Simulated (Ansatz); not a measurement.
# Where CCSD(T) holds and where it slips

Each species is computed at the geometry given (Å), with frozen cores, in Ansatz 0.2.0: RHF-CCSD(T) for singlets, UHF-CCSD(T) otherwise, and full CI in the same basis. The program picks the determinant by trial CCSD, so it needn't be the lowest Hartree–Fock solution. States: HBeB singlet Σ⁺ or Δ, HMgLi singlet Σ⁺ or Δ, HBBe quintet Σ⁻ or Δ. Cases whose determinant has another symmetry than full CI's state, or whose (Q) step broke down, weren't drawn.

Task: Judging by size, spin and bonding and the diagnostics given, rank them by the size of CCSD(T)'s error in total energy against full CI in the same basis, smallest first (an estimate).
A. HBBe, quintet, cc-pVDZ: B 0.000 0.000 0.208; Be 0.000 0.000 -1.605; H 0.000 0.000 1.397. T1 0.030, (T) -56 meV in a correlation energy of -2.22 eV
B. HMgLi, singlet, cc-pVTZ: Li 0.000 0.000 2.442; Mg 0.000 0.000 -0.348; H 0.000 0.000 -2.094. T1 0.012, (T) -25 meV in a correlation energy of -1.98 eV
C. HBeB, singlet, cc-pVDZ: B 0.000 0.000 1.810; Be 0.000 0.000 -0.233; H 0.000 0.000 -1.577. T1 0.014, (T) -74 meV in a correlation energy of -3.50 eV

Result: B (8.7 meV), A (22.4 meV), C (33.3 meV).

| species | basis | correlated electrons | CCSD(T) − full CI (meV) | CCSDT(Q) − full CI (meV) | unpaired electrons (full CI) | T1 | ⟨S²⟩ of the determinant |
| --- | --- | --- | --- | --- | --- | --- | --- |
| HMgLi, singlet | cc-pVTZ | 4 | 8.7 | 0.2 | 0.11 | 0.012 | 0.00 |
| HBBe, quintet | cc-pVDZ | 6 | 22.4 | -0.6 | 4.02 | 0.030 | 6.00 |
| HBeB, singlet | cc-pVDZ | 6 | 33.3 | 3.6 | 0.20 | 0.014 | 0.00 |

Unpaired electrons are Σ n²(2−n)² over natural occupations; an open shell counts its own unpaired electrons too. Frozen cores follow each run's orbitals, which moves totals by a few meV.
